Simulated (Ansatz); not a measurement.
Working through the interaction energy of a dimer with the counterpoise correction of CHN, SMILES C#N

Computed with Ansatz's Python interface.

Interactive session:
```pycon
>>> import ansatz
>>> import numpy as np
>>> FIRST = [
...     ("C", (-0.0057, -0.025, -0.0057)),
...     ("N", (0.25, 1.0529, 0.2532)),
...     ("H", (-0.2444, -1.0279, -0.2474)),
... ]
>>> SECOND = [
...     ("C", (-1.0991, -2.6602, 1.7297)),
...     ("N", (-1.424, -3.7502, 1.7013)),
...     ("H", (-0.797, -1.6457, 1.755)),
... ]
>>> def energy(atoms, ghosts=()):
...     molecule = ansatz.Crystal.molecule()
...     for symbol, xyz in atoms:
...         molecule = molecule.atom(symbol, xyz)
...     calc = (
...         molecule.calculation()
...         .basis(gaussian="cc-pVDZ")
...         .functional("pbe0")
...     )
...     deck = calc.input()
...     if ghosts:
...         deck = deck.set(ansatz.key.basis.gaussian.ghost_atoms, [{"symbol": s, "position_ang": list(xyz)} for s, xyz in ghosts])
...     return ansatz.Session.from_dict(deck).plan().execute().report["free_energy_ev"]
...
>>> # ghost atoms carry the functions of the partner
>>> direction = np.array([-0.3274, -0.7945, 0.5114])
>>> print("shift (A)   counterpoise-corrected interaction (kcal/mol)")
shift (A)   counterpoise-corrected interaction (kcal/mol)
>>> for shift in (-0.3, 0.0, 0.4, 1.0, 2.0):
...     moved = [(s, tuple(np.round(np.array(xyz) + shift * direction, 4))) for s, xyz in SECOND]
...     gain = energy(FIRST + moved) - energy(FIRST, moved) - energy(moved, FIRST)
...     print(f"{shift:8.2f} {23.060548 * gain:14.3f}")
...
   -0.30          4.359
    0.00          1.949
    0.40          0.940
    1.00          0.635
    2.00          0.454
```

Caveats:
- The dimer is a generated trial pose of unrelaxed monomers, not a minimum, so the figure is no binding energy, and the basis set is small.
- This level lacks the dispersion part of the attraction (electrostatics and induction are there), which can decide the sign where the interaction is weak.
- Finished in 9.8 s on 1 thread of Arm Neoverse V2, on a shared host, peak memory 0.18 GiB.

(Lines on the test bed's own set-up are left out of the output.)
